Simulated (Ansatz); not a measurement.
The input, for Ansatz 0.2.0:

```yaml
crystal:
  periodic: [false, false, false]
  atoms:
    - {symbol: H, position_ang: [-2.083151, 0.049803, 0.000000]}
    - {symbol: H, position_ang: [-0.832151, 0.049803, 0.000000]}
    - {symbol: O, position_ang: [0.157849, 0.049803, 0.000000]}
    - {symbol: H, position_ang: [0.409708, -0.890147, 0.000000]}
basis:
  gaussian: {orbitals: cc-pVDZ}
magnetization: {spin_polarized: true, initial_magnetization: 1}
correlation: {method: ccsdtq, electrons: outside_noble_gas}
```

```sh
$ ansatz run in.yaml --threads 2 --pin off --events-out ev --progress --plain --max-ram 16896MiB --backend cuda --devices 0, --max-vram 18GiB
```

The program prints:

```
468 factors; integrals over basis functions are off by at most 1.9e-7 eV
mean field evaluation 1: about -2079.6072 eV, gradient 2.2e1 eV
mean field evaluation 2: about -2079.6075 eV, gradient 2.2e1 eV
mean field evaluation 4: about -2081.8202 eV, gradient 2.2e0 eV
mean field evaluation 8: about -2081.8887 eV, gradient 3.4e-3 eV
mean field evaluation 16: about -2081.8862 eV, gradient 2.7e-1 eV
mean field evaluation 32: about -2078.5510 eV, gradient 7.3e-4 eV
mean field -2081.88869977 eV, -76.5079985616 hartree, gradient 3.3e-6 eV, S^2 0.755524; 1 other end points of the search recorded, 0 dependent functions left out
determinant -2081.88869977 eV, -76.5079985616 hartree, with singles and doubles -2087.81021791 eV, -76.7256103397 hartree
determinant -2078.55101962 eV, -76.3853410786 hartree, with singles and doubles -2084.07148496 eV, -76.5882144381 hartree
1 core orbitals not correlated: weight in the atoms' cores, before any rotation towards them, 1.000 or more for the frozen orbitals, at most 0.000 for the correlated occupied ones
reference -2081.88869977 eV, -76.5079985616 hartree; 5, 4 occupied and 23, 24 virtual orbitals, 468 factors
second order -5.63575366 eV of doubles, -0.00000000 eV of singles
cycle   1  -5.77309555 eV  change   -1.4e-1 eV  update   4.6e-2
cycle   2  -5.97940246 eV  change   -2.1e-1 eV  update   1.8e-2
cycle   3  -6.04369500 eV  change   -6.4e-2 eV  update   1.1e-2
cycle   4  -6.03433190 eV  change    9.4e-3 eV  update   3.9e-3
cycle   5  -6.03481674 eV  change   -4.8e-4 eV  update   2.9e-3
cycle   6  -6.03633186 eV  change   -1.5e-3 eV  update   1.2e-3
cycle   7  -6.03645875 eV  change   -1.3e-4 eV  update   6.0e-4
cycle   8  -6.03641911 eV  change    4.0e-5 eV  update   2.0e-4
cycle   9  -6.03643768 eV  change   -1.9e-5 eV  update   1.2e-4
cycle  10  -6.03643761 eV  change    7.5e-8 eV  update   5.0e-5
cycle  11  -6.03643466 eV  change    2.9e-6 eV  update   2.5e-5
cycle  12  -6.03644765 eV  change   -1.3e-5 eV  update   1.4e-5
cycle  13  -6.03644801 eV  change   -3.6e-7 eV  update   5.4e-6
cycle  14  -6.03645246 eV  change   -4.4e-6 eV  update   3.1e-6
cycle  15  -6.03645375 eV  change   -1.3e-6 eV  update   1.4e-6
cycle  16  -6.03645331 eV  change    4.4e-7 eV  update   7.0e-7
Total energy: -2087.92515307 eV, -76.7298341290 hartree
```

Ran on 2 threads of AMD EPYC 7R13 with a shared H100 80 GB, shared host: 20 s wall, 0.86 GiB peak host memory.
